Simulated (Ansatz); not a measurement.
We consider PbO (Pbcm, No. 57), described by HSE06+SOC (Ansatz, an electronic-structure program, plane waves, PAW).

Numerical settings: plane-wave cutoff 460 eV, 4×4×4 k mesh, Fermi–Dirac smearing 0.01 eV, PAW data made under PBE.

Cell (measured lattice):

```yaml
crystal:
  lattice:
    - [4.77500, 0.00000, 0.00000]
    - [0.00000, 5.48900, 0.00000]
    - [0.00000, 0.00000, 5.89100]
  atoms:
    - { symbol: Pb, position: [0.25000, 0.97920, 0.23090] }
    - { symbol: Pb, position: [0.75000, 0.02080, 0.76910] }
    - { symbol: Pb, position: [0.75000, 0.52080, 0.23090] }
    - { symbol: Pb, position: [0.25000, 0.47920, 0.76910] }
    - { symbol: O, position: [0.25000, 0.08860, 0.86910] }
    - { symbol: O, position: [0.75000, 0.91140, 0.13090] }
    - { symbol: O, position: [0.75000, 0.41140, 0.86910] }
    - { symbol: O, position: [0.25000, 0.58860, 0.13090] }
```

Question: Estimate the band gap, smallest direct gap on the k points sampled and Γ–Γ gap that the calculation returns.

Answer: 
- band gap = 2.80 eV (indirect)
- smallest direct gap on the k points sampled = 3.28 eV
- Γ–Γ gap = 3.91 eV

Note: cell and atoms aren't relaxed at this level (largest force component 0.20 eV/Å, pressure 1.1 GPa).

Static lattice: no zero-point or thermal effects.
